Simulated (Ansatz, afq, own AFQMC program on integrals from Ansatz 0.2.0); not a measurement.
**H2O, singlet in def2-TZVP, levels against CCSDTQ**

```xyz
3

O    -0.3102    0.2052   -0.1441
H     0.4673    0.5396    0.3147
H    -0.1570   -0.7448   -0.1706
```

Basis def2-TZVP. Only valence electrons are correlated. Integrals, coupled cluster, full CI and functionals: Ansatz 0.2.0; the random walks run on the same integrals in our own AFQMC program. The CISD trial takes its coefficients from CCSD amplitudes. Released means that phaseless walkers are propagated on without the constraint, phases kept. Uncertainties: one standard error, sampling alone.

Determinant: RHF, the one that the program's search chose, which needn't be the lowest solution. The geometry is a PBE0/def2-SVP stationary point of this or a neighbouring charge and spin state.

No full CI on the walks' own integrals is used here; CCSDTQ serves as the reference and is uncertain by about the last step of the cluster series.

```
T1 diagnostic                               : 0.0072
weight of the determinant in the CISD state : 0.939
size of the correlated space                : 8 electrons in 42 orbitals
```

Reference: CCSDTQ, correlation energy -7.307 eV. The released energy is read at 2.40 1/Eh (meV from the phaseless value at times in 1/Eh: -5 ± 3 at 0.24, -3.5 ± 2.0 at 0.51, -1.5 ± 1.8 at 0.99, 0 ± 3 at 1.62, -5 ± 4 at 2.40).

```csv
level,E − E(reference) (kcal/mol),share of correlation (%)
HF,168.50,0.00
MP2,8.80,94.78
CCSD,4.67,97.23
CCSD(T),0.29,99.83
CCSDT,0.21,99.88
CCSDT(Q),-0.03,100.02
ph-AFQMC/HF,-1.27 ± 0.53,100.75
ph-AFQMC/CISD,0.07 ± 0.08,99.96
released AFQMC,-0.05 ± 0.08,100.03
```

CCSDT and higher add their correlation energy to the determinant of the CCSD(T) run, since their own runs factorise the integrals more tightly (a shift of under 2 meV). A walk keeps the symmetry of its determinant, which the program's search chose and which needn't be the lowest solution, so a lower state of the same spin and another symmetry isn't excluded. Released energies are given only where the last usable release times agree within the noise; a slower fall can still hide under it.
